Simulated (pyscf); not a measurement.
Optimised with ωB97X-D3(BJ)/def2-SVP in PySCF.

Q: What is the homolytic dissociation enthalpy (298 K, ωB97M-D3(BJ)/def2-TZVP) of the Ga–P bond of O=Ga–PH₂ (SMILES [O]=[Ga][PH2]), to [O=Ga]• + PH₂•?

A: Ga–P to [O=Ga]• + PH₂•: 55.4 kcal/mol. The 7 functionals that were run give +52.2 (B3LYP-D3(BJ)) to +62.8 kcal/mol (ωB97X-D3(BJ)). The radicals are drawn with the spin at the cut bond; how far it spreads was not checked. O=Ga–PH₂ lies 16.7 kcal/mol over its isomer HO–Ga=PH, and others may lie lower still (electronic energy, ωB97M-D3(BJ)). The term symbol of open-shell O=Ga was not checked; spin-orbit terms are left out. Elements up to Kr have no core potential and no relativistic terms here.
